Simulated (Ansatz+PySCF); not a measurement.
The numbers below are computed, except where a source is named.
Input for PySCF 2.14.0:

```python
from pyscf import gto, scf

mol = gto.M(atom="""
O 0.000000 0.000000 -0.108490
H 0.000000 0.000000 0.867930
O 10.000000 0.000000 -0.108490
H 10.000000 0.000000 0.867930
""", basis='cc-pvdz', charge=0, spin=0)
mf = scf.UHF(mol)
mf.kernel()
print(mf.converged, mf.e_tot, mf.spin_square()[0])
```

The script is written out from the run's settings.

Output:

* Converged: yes
* Total energy: -150.78722 hartree
* Spin squared of the determinant: 1.009
* Cycles: 12

Caution: the unrestricted determinant is a mixture of spin states; the determinant breaks the point group.
